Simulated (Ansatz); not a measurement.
Reaction: C2H6N (SMILES C[N]C, doublet) → C2H6N (SMILES NC[CH2], doublet)
Each species at its own B3LYP-D3(BJ)/def2-TZVP minimum (Ansatz, a quantum-chemistry and plane-wave program), one conformer.

Quantity: isomerisation energy (electronic), in kcal/mol. Open shells are spin-unrestricted; no spin-orbit coupling. CBS(X,Y): correlation extrapolated as X^-3, Hartree-Fock from the larger set. A bracket is a step between two methods taken in the basis named. Functionals run without relativity, which enters their misses. Double hybrids freeze cores in their MP2 part. 'core' is core correlation in cc-pwCVTZ, 'X2C' scalar relativity in cc-pVTZ-DK, both at CCSD(T).

CCSD(T)/CBS(cc-pVTZ,cc-pVQZ) + [CCSDT(Q) - CCSD(T)]/cc-pVDZ + core + X2C (Ansatz) gives -0.8 kcal/mol.

### Question
What does PBE/def2-TZVPD (Ansatz) give here, and how do the other levels compare?

### Answer
PBE gives 0.6 kcal/mol, 1.4 kcal/mol above it. Differences of the others: B3LYP/def2-TZVPD (Ansatz) 2.5; wB97M-V/def2-TZVPD (Ansatz) 1.5; B2PLYP/def2-TZVPD (Ansatz) 1.5; CCSD(T)/CBS(cc-pVTZ,cc-pVQZ) + core + X2C (Ansatz) 0.0 kcal/mol. Nearer than PBE: CCSD(T)/CBS(cc-pVTZ,cc-pVQZ) + core + X2C.
